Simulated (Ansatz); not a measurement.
# Structure relaxation of TiO3

Theory: DFT r2SCAN, scalar-relativistic, plane waves, PAW in Ansatz 0.2.0. Cutoff 500 eV, Γ-centred k mesh, Gaussian smearing, no spin polarisation in the final step.

A relaxed cell is given with its space group left out.

```
Ti O
1.0
     3.18299    0.00000    0.00000
     0.00000    3.18299    0.00000
     0.00000    0.00000    3.18299
Ti O
1 3
Direct
  0.00000 0.00000 0.00000
  0.00000 0.50000 0.50000
  0.50000 0.00000 0.50000
  0.50000 0.50000 0.00000
```

Formation energies are uncorrected and refer to the elements' standard structures at the same level (O₂ as a molecule).

Task: What space group does it have?

Result: Pm-3m (No. 221). Conventional cell: a = 3.183 Å. Around Ti lie 12 O at 2.25 Å; O has 4 Ti at 2.25 Å and 8 O at 2.25 Å.

Task: What is its formation energy per atom?

Result: -0.91 eV/atom.

Task: Is it a metal?

Result: Yes, bands cross the Fermi level on the 14×14×14 mesh.

The final run used a 14×14×14 mesh on its 4-atom cell and 0.10 eV smearing. The k mesh leaves about 4 meV/atom of noise in metals. The cell came from a trial start, so TiO3 may not exist in this structure.

Cost: 3 runs of about 1.8 core-minutes in all, on Arm Neoverse N1 (shared hosts).